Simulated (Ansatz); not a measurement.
# CH4OSi: one structure at several levels

An exercise on one series of results from a longer session: the logs are not shown, and one member is left open.

Method: single points in def2-TZVPP; program: Ansatz 0.2.0, Gaussian basis.

Correlated methods freeze the cores.

## The system as given

SMILES `C=[SiH]O`, 7 atoms, charge 0, spin multiplicity 1.

Atoms are counted from 1 here; the program's logs count them from 0.

Bond lengths: C1–Si2 1.749 Å, C1–H4 1.050 Å, C1–H5 1.095 Å, Si2–O3 1.637 Å, Si2–H6 1.436 Å, O3–H7 0.958 Å. Angles: Si2–C1–H4 125.3°, Si2–C1–H5 118.5°, H4–C1–H5 116.2°, C1–Si2–O3 118.9°, C1–Si2–H6 132.2°, O3–Si2–H6 108.9°, Si2–O3–H7 123.0°.

As a file:

```xyz
7

C    -1.2422    0.2299   -0.5156
Si    0.3068    0.2093    0.2963
O     1.2872   -1.0859    0.0974
H    -1.6065   -0.5271   -1.1461
H    -1.8865    1.1060   -0.3896
H     0.9648    1.1660    1.1408
H     2.1422   -1.1636    0.5234
```

The first run:

The input, run/in.yaml:

```yaml
crystal:
  periodic: [false, false, false]
  atoms:
    - {symbol: C, position_ang: [-1.242200, 0.229900, -0.515600]}
    - {symbol: Si, position_ang: [0.306800, 0.209300, 0.296300]}
    - {symbol: O, position_ang: [1.287200, -1.085900, 0.097400]}
    - {symbol: H, position_ang: [-1.606500, -0.527100, -1.146100]}
    - {symbol: H, position_ang: [-1.886500, 1.106000, -0.389600]}
    - {symbol: H, position_ang: [0.964800, 1.166000, 1.140800]}
    - {symbol: H, position_ang: [2.142200, -1.163600, 0.523400]}
basis:
  gaussian: {orbitals: def2-TZVPP}
correlation: {method: ccsd_t}
output: {forces: true}
```

No record of the launch command was kept for these runs.

Among the steps run: CCSD(T)/def2-TZVPP; PBE0-D4/def2-TZVPP; wB97M-V/def2-TZVPP; r2SCAN-D4/def2-TZVPP; PBE-D4/def2-TZVPP; r2SCANh-D4/def2-TZVPP; r2SCAN0-D4/def2-TZVPP.

One table of the session follows, with a row left open; its other results are not shown here.

```
    method  RMS force component (eV/Å)  angle to CCSD(T) forces (°)  dipole (D)
   CCSD(T)                       0.801                    reference        2.62
   PBE0-D4                       0.917                          6.7        2.72
   wB97M-V                       0.932                          9.0        2.87
 r2SCAN-D4                       0.880                          5.5        2.64
    PBE-D4                           ?                            ?           ?
r2SCANh-D4                       0.902                          7.3        2.70
r2SCAN0-D4                       0.939                         11.4        2.78
```

Estimate the missing values for PBE-D4.

**Answer.** RMS force component (eV/Å): 0.870; angle to CCSD(T) forces (°): 11.7; dipole (D): 2.54. In the column «RMS force component (eV/Å)» it lies between CCSD(T) (0.801) and r2SCAN-D4 (0.880).
